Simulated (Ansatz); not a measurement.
System: antifluorite Mg2Ge. Method: G0W0@HSE06 (Ansatz, a quantum-chemistry and plane-wave program, plane waves, hard PAW, contour deformation, complete-basis limit).

Numerical settings: largest k mesh 6×6×6 (not extrapolated in the mesh).

The cell has the measured lattice: a = b = c = 6.385 Å, α = β = γ = 90.00°.

Q: What does this level give for the band gap?

A: 
* **band gap**: 0.80 eV (indirect)

Measured, for comparison: band gap 0.74 eV (temperature not stated, not corrected to a static lattice, indirect, Γ–X; as tabulated in Ryu et al. (2019), arXiv:1905.06140).

Note: filled d or f shells below the valence bands can shift G0W0 gaps through exchange with them, which wasn't tested here; GW on a hybrid start was not checked against another program; cell and atoms aren't relaxed at this level; the gap holds a correction of +0.13 eV to the complete basis.

Spin–orbit coupling is not included.

Static lattice: no zero-point or thermal effects.
